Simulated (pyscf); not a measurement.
Atom transfer: HO–Si(OH)(OH)–F (SMILES O[Si](O)(O)F) + H• (SMILES [H]) → HO–Si•(OH)–OH (SMILES O[Si](O)O) + HF (SMILES F)

Gas phase, doublet surface, charge 0. Bonds broken: Si2–F5. Bonds formed: F5–H9. Structures and frequencies: ωB97X-D3(BJ)/def2-SVP in PySCF.

Transition state (Å):

```xyz
9

O     -0.5338     1.0600     1.1996
Si    -0.5146     0.5360    -0.3833
O     -0.0584    -1.0555    -0.3210
O     -1.9789     0.5579    -1.1534
F      0.7560     1.3303    -1.6699
H     -0.6643     2.0055     1.3329
H      0.5464    -1.2928     0.3902
H     -2.3764    -0.3157    -1.2663
H      1.4044     1.3753    -2.5621
```

One imaginary mode, 1670i cm⁻¹; descent along it reached the two sides named, in the forms told below.

| bond | change | reactant side (Å) | saddle | product side |
|---|---|---|---|---|
| Si2–F5 | breaks | 1.615 | 1.975 | 3.3 |
| F5–H9 | forms | 3.1 | 1.104 | 0.948 |

Electronic energies relative to the separated reactants (kJ/mol):

| level | barrier | reaction energy | reverse barrier |
|---|---|---|---|
| ωB97X-D3(BJ)/def2-TZVP | 239.4 | +118.6 | 120.9 |
| PBE/def2-TZVP | 166.1 | +91.9 | 74.2 |
| r²SCAN/def2-TZVP | 195.2 | +106.9 | 88.3 |
| B3LYP-D3(BJ)/def2-TZVP | 193.9 | +101.6 | 92.3 |
| PBE0-D3(BJ)/def2-TZVP | 205.5 | +106.0 | 99.5 |
| M06-2X/def2-TZVP | 230.6 | +120.4 | 110.2 |
| ωB97M-D3(BJ)/def2-TZVP | 223.3 | +120.8 | 102.5 |
| HF/def2-TZVP | 343.3 | +146.9 | 196.3 |

With ωB97M-D3(BJ)/def2-TZVP energies and thermal terms (ideal gas, 1 atm, RRHO with modes under 100 cm⁻¹ raised to 100, one conformer, R ln 2 for chiral ones without a mode under 150 cm⁻¹), in kJ/mol:

```json
[
 {"T (K)": "298", "ΔH‡": "220.5", "ΔG‡": "243.2", "ΔH": "+135.1", "ΔG": "+122.9"},
 {"T (K)": "600", "ΔH‡": "219.5", "ΔG‡": "266.7", "ΔH": "+132.1", "ΔG": "+111.6"},
 {"T (K)": "900", "ΔH‡": "218.4", "ΔG‡": "290.5", "ΔH": "+128.1", "ΔG": "+102.2"},
 {"T (K)": "1200", "ΔH‡": "217.3", "ΔG‡": "314.6", "ΔH": "+124.0", "ΔG": "+94.2"}
]
```

On the product side the descent ends in a bound adduct (not fully relaxed), 43.7 kJ/mol under the separated species and 164.5 kJ/mol under the saddle at ωB97X-D3(BJ)/def2-TZVP. This is the saddle that the search found; another between the same sides may lie lower. The angle at the transferred F is 157°.
